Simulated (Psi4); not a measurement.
# PO (Phosphorus monoxide) at U-wB97M-V/cc-pVTZ

Aim: the vertical doublet–quartet gap of PO (Phosphorus monoxide) at U-wB97M-V/cc-pVTZ, from 2 runs. 

The results are computed with Psi4 1.11.

1 further run of the same task is left out (it didn't finish).

### 1 The molecule

PO has 2 atoms, charge 0, and is taken as a doublet. SMILES: `O=[P]`. The shape is that of a PBE0-D4/def2-TZVP optimisation.

Bond lengths: O1–P2 1.474 Å.

### 2 The energy at U-wB97M-V/cc-pVTZ

Input file run.py:

```python
import numpy as np
from ase.calculators.psi4 import Psi4
from ase import Atoms

a = Atoms(['O', 'P'], positions=[
    [0.000000, 0.000000, -0.009450],
    [0.000000, 0.000000, 1.464540],
])
calc = Psi4(atoms=a, method='wb97m-v', basis='cc-pVTZ', memory='2200MB', num_threads=1, charge=0, multiplicity=2, label='calc', reference='uks')
calc.psi4.set_options({'puream': True, 'e_convergence': 1e-09, 'd_convergence': 1e-08, 'scf_type': 'pk', 'dft_radial_points': 99, 'dft_spherical_points': 590, 'maxiter': 100})
a.calc = calc

print(f'energy: {a.get_potential_energy():.6f} eV')
```

The run is started by

```console
python run.py
```

calc.dat (excerpt; [...] marks lines left out):

```text
[...]
  Running in c1 symmetry.
[...]
  Nuclear repulsion =   43.081204947387704
[...]
  Multiplicity = 2
[...]
  Nalpha       = 12
  Nbeta        = 11
[...]
    Number of basis functions: 64
[...]
   @UKS iter   1:  -416.41607110032936   -4.79171e-01   9.22653e-03 DIIS/ADIIS
[...]
   @UKS iter  12:  -416.54631121556923   -3.85967e-11   8.54011e-09 DIIS
[...]
   @S^2 Observed:                7.522962733E-01
[...]
    Orbital Energies [Eh]
    ---------------------
    Alpha Occupied:
       1A    -77.452914     2A    -19.365470     3A     -6.785492
       4A     -4.900580     5A     -4.898375     6A     -4.894125
       7A     -1.150921     8A     -0.667641     9A     -0.512808
      10A     -0.493776    11A     -0.490804    12A     -0.278562
    Alpha Virtual:
      13A     -0.034806    14A      0.108445    15A      0.297992
      16A      0.327979    17A      0.332107    18A      0.342242
      19A      0.343599    20A      0.372262    21A      0.455294
      22A      0.463564    23A      0.609383    24A      0.753763
      25A      0.753859    26A      0.819041    27A      1.260738
[...]
  @UKS Final Energy:  -416.54631121556923
   => Energetics <=
    Nuclear Repulsion Energy =             43.0812049473877039
    One-Electron Energy =                -660.7894273010531379
    Two-Electron Energy =                 225.1669375419583332
    DFT Exchange-Correlation Energy =     -24.1018487804907231
    Empirical Dispersion Energy =           0.0000000000000000
    VV10 Nonlocal Energy =                  0.0968223766285359
    Total Energy =                       -416.5463112155692897
[...]
 Multipole Moments:
 ------------------------------------------------------------------------------------
     Multipole            Electronic (a.u.)      Nuclear  (a.u.)        Total (a.u.)
 ------------------------------------------------------------------------------------
 L = 1.  Multiply by 2.5417464519 to convert [e a0] to [Debye]
 Dipole X            :         -0.0000000            0.0000000           -0.0000000
 Dipole Y            :          0.0000000            0.0000000            0.0000000
 Dipole Z            :          1.2902494           -0.4665088            0.8237406
 Magnitude           :                                                    0.8237406
[...]
```

On the terminal:

```text
energy: -11334.802472 eV
```

It took 14 s on 1 thread of Intel Xeon 6975P-C (Granite Rapids), shared host; peak memory 0.97 GiB.

### 3 The quartet

Input file input.json:

```json
{
  "schema_name": "qcschema_input",
  "schema_version": 1,
  "molecule": {
    "schema_name": "qcschema_molecule",
    "schema_version": 2,
    "symbols": ["O", "P"],
    "geometry": [0.0, 0.0, -0.01785791, 0.0, 0.0, 2.7675795],
    "molecular_charge": 0,
    "molecular_multiplicity": 4,
    "fix_symmetry": "c1",
    "fix_com": true,
    "fix_orientation": true
  },
  "driver": "energy",
  "model": {
    "method": "wb97m-v",
    "basis": "cc-pVTZ"
  },
  "keywords": {
    "reference": "uks",
    "puream": true,
    "e_convergence": 1e-09,
    "d_convergence": 1e-08,
    "scf_type": "pk",
    "dft_radial_points": 99,
    "dft_spherical_points": 590,
    "maxiter": 100
  }
}
```

The run is started by

```console
psi4 --qcschema input.json -n 1 --memory 2200MB
```

stdout (excerpt; [...] marks lines left out):

```text
[...]
  Running in c1 symmetry.
[...]
  Nuclear repulsion =   43.081204973117664
[...]
  Multiplicity = 4
[...]
  Nalpha       = 13
  Nbeta        = 10
[...]
    Number of basis functions: 64
[...]
   @UKS iter   1:  -416.24289257355679   -3.05992e-01   8.97111e-03 ADIIS/DIIS
[...]
   @UKS iter  13:  -416.38024374939073   -5.28644e-12   5.79291e-09 DIIS
[...]
   @S^2 Observed:                3.758974620E+00
[...]
    Orbital Energies [Eh]
    ---------------------
    Alpha Occupied:
       1A    -77.467153     2A    -19.400040     3A     -6.798236
       4A     -4.915120     5A     -4.911441     6A     -4.911441
       7A     -1.193424     8A     -0.715704     9A     -0.548368
      10A     -0.540894    11A     -0.540894    12A     -0.301334
      13A     -0.301334
    Alpha Virtual:
      14A      0.090626    15A      0.283525    16A      0.325333
      17A      0.325333    18A      0.331382    19A      0.331383
      20A      0.348404    21A      0.433151    22A      0.433151
      23A      0.587239    24A      0.734379    25A      0.734379
[...]
  @UKS Final Energy:  -416.38024374939073
   => Energetics <=
    Nuclear Repulsion Energy =             43.0812049731176643
    One-Electron Energy =                -660.2717873027344240
    Two-Electron Energy =                 224.8230343484651996
    DFT Exchange-Correlation Energy =     -24.1094563161840618
    Empirical Dispersion Energy =           0.0000000000000000
    VV10 Nonlocal Energy =                  0.0967605479449045
    Total Energy =                       -416.3802437493907291
[...]
 Multipole Moments:
 ------------------------------------------------------------------------------------
     Multipole            Electronic (a.u.)      Nuclear  (a.u.)        Total (a.u.)
 ------------------------------------------------------------------------------------
 L = 1.  Multiply by 2.5417464519 to convert [e a0] to [Debye]
 Dipole X            :          0.0000000            0.0000000            0.0000000
 Dipole Y            :          0.0000000            0.0000000            0.0000000
 Dipole Z            :        -40.7767287           41.3708292            0.5941005
 Magnitude           :                                                    0.5941005
[...]
```

The result, in JSON:

```text
{
 "driver": "energy",
 "model": {
  "method": "wb97m-v",
  "basis": "cc-pVTZ"
 },
 "success": true,
 "return_result": -416.38024374939073,
 "properties": {
  "calcinfo_nbasis": 64,
  "calcinfo_nmo": 64,
  "calcinfo_nalpha": 13,
  "calcinfo_nbeta": 10,
  "calcinfo_natom": 2,
  "nuclear_repulsion_energy": 43.081204973117664,
  "return_energy": -416.38024374939073,
  "scf_one_electron_energy": -660.2717873027344,
  "scf_two_electron_energy": 224.8230343484652,
  "scf_vv10_energy": 0.0967605479449045,
  "scf_xc_energy": -24.109456316184062,
  "scf_dipole_moment": [7.655767934423357e-17, 5.577362346872397e-15, 0.5941005391871528],
  "scf_total_energy": -416.38024374939073,
  "scf_iterations": 13
 }
}
```

Wall time 15 s (1 thread of Intel Xeon 6975P-C (Granite Rapids), shared host); peak memory 0.94 GiB.

### 4 Outcome

Level: U-wB97M-V/cc-pVTZ.

| quantity | value |
| --- | --- |
| doublet: total energy | -416.54631 Eh |
| doublet: dipole moment | 2.09 D |
| doublet: HOMO energy (highest over α and β) | -7.58 eV |
| doublet: LUMO energy (lowest over α and β) | -0.95 eV |
| doublet: ⟨S²⟩ | 0.752 |
| quartet: total energy | -416.38024 Eh |
| quartet: dipole moment | 1.51 D |
| quartet: HOMO energy (highest over α and β) | -8.20 eV |
| quartet: LUMO energy (lowest over α and β) | -5.26 eV |
| quartet: ⟨S²⟩ | 3.759 |
| vertical energy of the quartet above the doublet | 4.519 eV |

What this shows: At this shape the quartet lies 4.52 eV (436 kJ/mol) above the doublet.
